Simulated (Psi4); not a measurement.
**C2H2F2 (SMILES F/C=C\F): M05-D3(0)/aug-pcseg-2 (density fitting)**

What is the energy change on altering one bond length of C2H2F2 at M05-D3(0)/aug-pcseg-2 (density fitting)? 

The results are computed with Psi4 1.11.

1 further run of the same task is left out (it didn't finish).

### Step 1. Starting point

C2H2F2: 6 atoms, total charge 0, spin state singlet. As SMILES, `F/C=C\F`. The coordinates come from a GFN2-xTB relaxation.

Bond lengths: F1–C2 1.335 Å, C2–C3 1.321 Å, C3–F4 1.335 Å, C2–H5 1.079 Å, C3–H6 1.078 Å. Angles: F1–C2–C3 123.7°, C2–C3–F4 123.7°, F1–C2–H5 113.2°, C3–C2–H5 123.0°, C2–C3–H6 123.2°, F4–C3–H6 113.1°.

### Step 2. Energy and gradient at M05-D3(0)/aug-pcseg-2 (density fitting)

Contents of c2h2f2.xyz:

```xyz
6
C2H2F2
F      0.192360    -0.836360    -1.520840
C      0.405210     0.027280    -0.525710
C     -0.327390     0.076410     0.572410
F     -1.362570    -0.733090     0.808990
H      1.239650     0.687180    -0.705780
H     -0.147270     0.778580     1.370930
```

Contents of job.py:

```python
import psi4

psi4.set_memory('1600 MB')
psi4.set_num_threads(1)
psi4.core.set_output_file('psi4.out', False)

with open('c2h2f2.xyz') as f:
    atoms = ''.join(f.readlines()[2:])
mol = psi4.geometry('0 1\n' + atoms + 'symmetry c1\nno_reorient\nno_com')

psi4.set_options({
    'basis': 'aug-pcseg-2',
})

e, wfn = psi4.gradient('m05-d3', return_wfn=True)
print('gradient / Eh bohr^-1')
print(e.np.round(6))
print(f'energy = {wfn.energy():.10f} Eh')
```

Command:

```sh
python job.py
```

psi4.out:

```text
[...]
  Running in c1 symmetry.
[...]
  Nuclear repulsion =  113.607617687594825
[...]
  Multiplicity = 1
[...]
  Nalpha       = 16
  Nbeta        = 16
[...]
    Number of basis functions: 230
[...]
   @DF-RKS iter   1:  -276.93480185727140   -3.82403e-01   2.20301e-03 ADIIS/DIIS
[...]
   @DF-RKS iter  11:  -277.05826868942455   -1.18234e-11   3.80634e-09 DIIS
[...]
    Orbital Energies [Eh]
    ---------------------
    Doubly Occupied:
       1A    -24.759603     2A    -24.759351     3A    -10.310207
       4A    -10.309142     5A     -1.285692     6A     -1.274556
       7A     -0.809122     8A     -0.654154     9A     -0.582218
      10A     -0.570604    11A     -0.512171    12A     -0.510897
      13A     -0.481652    14A     -0.431511    15A     -0.398198
      16A     -0.284587
[...]
  @DF-RKS Final Energy:  -277.05826868942455
   => Energetics <=
    Nuclear Repulsion Energy =            113.6076176875948249
    One-Electron Energy =                -607.7300646177651515
    Two-Electron Energy =                 240.7540293475425699
    DFT Exchange-Correlation Energy =     -23.6892009621065931
    Empirical Dispersion Energy =          -0.0006501446902130
    VV10 Nonlocal Energy =                  0.0000000000000000
    Total Energy =                       -277.0582686894245512
[...]
 Multipole Moments:
 ------------------------------------------------------------------------------------
     Multipole            Electronic (a.u.)      Nuclear  (a.u.)        Total (a.u.)
 ------------------------------------------------------------------------------------
 L = 1.  Multiply by 2.5417464519 to convert [e a0] to [Debye]
 Dipole X            :         17.4573532          -16.9557377            0.5016154
 Dipole Y            :         23.4190783          -22.7469168            0.6721615
 Dipole Z            :         10.6244252          -10.3203613            0.3040639
 Magnitude           :                                                    0.8921177
[...]
  -Total Gradient:
     Atom            X                  Y                   Z
    ------   -----------------  -----------------  -----------------
       1        0.001000266599    -0.003415462034    -0.006543712806
       2       -0.001570209737     0.004393351369     0.008837707076
       3        0.008273531469     0.004437539937    -0.004934633237
       4       -0.005931967661    -0.003076710920     0.003694156473
       5        0.000471948940    -0.001206591151    -0.002487844707
       6       -0.002406739414    -0.001332967137     0.001351411619
[...]
```

On the terminal:

```text
gradient / Eh bohr^-1
[[ 0.001    -0.003415 -0.006544]
 [-0.00157   0.004393  0.008838]
 [ 0.008274  0.004438 -0.004935]
 [-0.005932 -0.003077  0.003694]
 [ 0.000472 -0.001207 -0.002488]
 [-0.002407 -0.001333  0.001351]]
energy = -277.0582686894 Eh
```

Wall time 55 s (1 thread of Intel Xeon Platinum 8488C (Sapphire Rapids), shared host); peak memory 1.1 GiB.

### Step 3. The distorted shape

Contents of job.inp:

```
memory 1600 mb

molecule geom {
  0 1
  F
  C 1 1.2012
  C 2 1.320978 1 123.73933
  F 3 1.335237 2 123.69024 1 0.01355
  H 2 1.078973 1 113.24369 3 -179.97738
  H 3 1.07848 2 123.16765 5 -0.00599
  symmetry c1
  no_reorient
  no_com
}

set {
  basis aug-pcseg-2
}

result, w = gradient('m05-d3zero2b', return_wfn=True)
```

Command:

```sh
psi4 job.inp job.out -n 1
```

job.out:

```text
[...]
  Running in c1 symmetry.
[...]
  Nuclear repulsion =  117.230203853792574
[...]
  Multiplicity = 1
[...]
  Nalpha       = 16
  Nbeta        = 16
[...]
    Number of basis functions: 230
[...]
   @DF-RKS iter   1:  -276.90403601653554   -1.44040e-01   2.33719e-03 DIIS/ADIIS
[...]
   @DF-RKS iter  11:  -277.04140873672532   -1.52511e-10   9.34894e-09 DIIS
[...]
    Orbital Energies [Eh]
    ---------------------
    Doubly Occupied:
       1A    -24.780772     2A    -24.749997     3A    -10.300031
       4A    -10.290345     5A     -1.356704     6A     -1.270541
       7A     -0.799578     8A     -0.669983     9A     -0.602898
      10A     -0.585070    11A     -0.553905    12A     -0.517967
      13A     -0.483640    14A     -0.429989    15A     -0.386888
      16A     -0.267402
[...]
  @DF-RKS Final Energy:  -277.04140873672532
   => Energetics <=
    Nuclear Repulsion Energy =            117.2302038537925739
    One-Electron Energy =                -614.6697119723164633
    Two-Electron Energy =                 244.1534703376353548
    DFT Exchange-Correlation Energy =     -23.7547601680179916
    Empirical Dispersion Energy =          -0.0006107878187240
    VV10 Nonlocal Energy =                  0.0000000000000000
    Total Energy =                       -277.0414087367253160
[...]
 Multipole Moments:
 ------------------------------------------------------------------------------------
     Multipole            Electronic (a.u.)      Nuclear  (a.u.)        Total (a.u.)
 ------------------------------------------------------------------------------------
 L = 1.  Multiply by 2.5417464519 to convert [e a0] to [Debye]
 Dipole X            :          0.0006470           -0.0008916           -0.0002446
 Dipole Y            :         -1.5020324            2.0984982            0.5964658
 Dipole Z            :         -2.5976450            3.0210830            0.4234380
 Magnitude           :                                                    0.7314856
[...]
  -Total Gradient:
     Atom            X                  Y                   Z
    ------   -----------------  -----------------  -----------------
       1       -0.000019541980     0.001440042646     0.162101660051
       2        0.000034357998    -0.003117498188    -0.136091934263
       3       -0.000001150886     0.007089251974    -0.018112538011
       4        0.000000610373    -0.003491111494     0.004313823148
       5       -0.000009310347     0.000224333215    -0.012414677988
       6       -0.000007601021    -0.002134524376    -0.000009421783
[...]
```

It took 57 s on 1 thread of Intel Xeon Platinum 8488C (Sapphire Rapids), shared host; peak memory 1 GiB.

### Step 4. What came out

Level: M05-D3(0)/aug-pcseg-2 (density fitting).

```
                                                         quantity          value
                                        first shape: total energy  -277.05827 Eh
                                       first shape: dipole moment         2.27 D
                                         first shape: HOMO energy       -7.74 eV
                                         first shape: LUMO energy       -0.17 eV
                                       first shape: HOMO–LUMO gap        7.58 eV
                                   first shape: dispersion energy   -1.71 kJ/mol
                            first shape: largest force on an atom     0.545 eV/Å
                                    distorted shape: total energy  -277.04141 Eh
                                   distorted shape: dipole moment         1.86 D
                                     distorted shape: HOMO energy       -7.28 eV
                                     distorted shape: LUMO energy       -0.10 eV
                                   distorted shape: HOMO–LUMO gap        7.18 eV
                               distorted shape: dispersion energy   -1.60 kJ/mol
                        distorted shape: largest force on an atom     8.336 eV/Å
energy change with the F1–C2 bond shortened from 1.335 to 1.201 Å       0.459 eV
```

What this shows: With the F1–C2 bond shortened from 1.335 to 1.201 Å the energy rises by 0.46 eV (10.6 kcal/mol). The first shape isn't relaxed at this level, so the change isn't measured from a minimum. The largest force (first shape) is 0.55 eV/Å: the shape isn't a stationary point for this species at this level.
